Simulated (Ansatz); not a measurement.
**CH4S (singlet): wave-function methods side by side, cc-pV(T+d)Z**

The task here is to estimate one member of a computed series from the others.

The runs use Ansatz 0.2.0, Gaussian basis; cc-pV(T+d)Z, core rule «outside noble gas», up to 6 orbitals frozen.

Plan: UHF; CCSD(T) on RHF; CCSDT(Q) on RHF.

2 further runs of the same task are left out: 2 set aside as unsound or not needed.

## The system

The geometry is an MP2(full)/6-31G* stationary point (not a proven minimum).

6 atoms, charge 0, spin multiplicity 1.

Atoms are counted from 1 here; the program's logs count them from 0.

Bond lengths: C1–S2 1.814 Å, C1–H4 1.090 Å, C1–H5 1.090 Å, C1–H6 1.090 Å, S2–H3 1.340 Å. Angles: S2–C1–H4 106.6°, S2–C1–H5 111.6°, S2–C1–H6 111.6°, H4–C1–H5 108.5°, H4–C1–H6 108.5°, H5–C1–H6 109.9°, C1–S2–H3 96.8°.

The first run:

The input, in.yaml:

```yaml
crystal:
  periodic: [false, false, false]
  atoms:
    - {symbol: C, position_ang: [-0.026122, 1.227299, 0.000000]}
    - {symbol: S, position_ang: [-0.026122, -0.587076, 0.000000]}
    - {symbol: H, position_ang: [1.304907, -0.745469, 0.000000]}
    - {symbol: H, position_ang: [-1.070770, 1.539208, 0.000000]}
    - {symbol: H, position_ang: [0.454080, 1.628987, 0.892259]}
    - {symbol: H, position_ang: [0.454080, 1.628987, -0.892259]}
basis:
  gaussian: {orbitals: "cc-pV(T+d)Z.json"}
magnetization: {spin_polarized: true, initial_magnetization: 0}
hamiltonian: {xc: hf}
output: {orbitals: {seedname: orbitals}}
```

Started as:

```bash
ansatz run in.yaml --threads 1 --pin off --events-out ev --progress --plain --max-ram 2513MiB --backend cpu
```

Among the steps run: UHF; CCSD(T) on RHF; CCSDT(Q) on RHF.

One of the session's tables, all rows but one given; the rest of the session is left out.

| method | from RCCSDT(Q) (kcal/mol) |
| --- | --- |
| RHF | +260.25 |
| RMP2 | +32.13 |
| RCCSD | +10.79 |
| RCCSD(T) | ? |
| RCCSDT | +0.44 |
| RCCSDT(Q) | 0 |

**Question.** Estimate the row for RCCSD(T).

**Answer.** from RCCSDT(Q) (kcal/mol): +0.95. In the column «from RCCSDT(Q) (kcal/mol)» it lies between RCCSDT (+0.44) and RCCSD (+10.79).
